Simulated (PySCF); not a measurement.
Cl2: calculation against experiment

**Experimental background.**

NIST CCCBDB Release 22 (SRD 101), experimental polarizabilities lists, for the gas: mean polarisability 4.61 Å³.

How close the calculation comes is told at the end.

Species: Cl2.
Numbering: `[Cl:1][Cl:2]`

Cartesian coordinates in Å at the GFN2-xTB level; atoms count from 1:
```
atom  x, y, z in Å
Cl1    1.0097   -0.0030   -0.0027
Cl2   -1.0069    0.0043   -0.0115
```

Runs made with PySCF (gas phase, on this GFN2-xTB geometry; no spin–orbit coupling):

```json
{"level": "CAM-B3LYP/def2-SVPD", "job": "8 singlets by full TDDFT, 3 Tamm–Dancoff triplets, polarisability", "basis functions": "54", "wall time": "1.4 s"}
```

Hardware: Arm Neoverse V1, one thread (shared host).

## Comparison

**Mean polarisability.** Measured: 4.61 Å³ (NIST CCCBDB Release 22 (SRD 101), experimental polarizabilities).

```
              level  computed (Å³)  computed − measured (Å³)  % (from the printed values)
CAM-B3LYP/def2-SVPD           4.52                     -0.09                           -2
```

The computed values are static and purely electronic, with core orbitals frozen in the response (1 au = 0.148185 Å³). The table of measured values doesn't say here whether a value is static or optical, or holds a vibrational part.

The geometry is computed, not the measured one. Where a level misses, the cause wasn't examined.
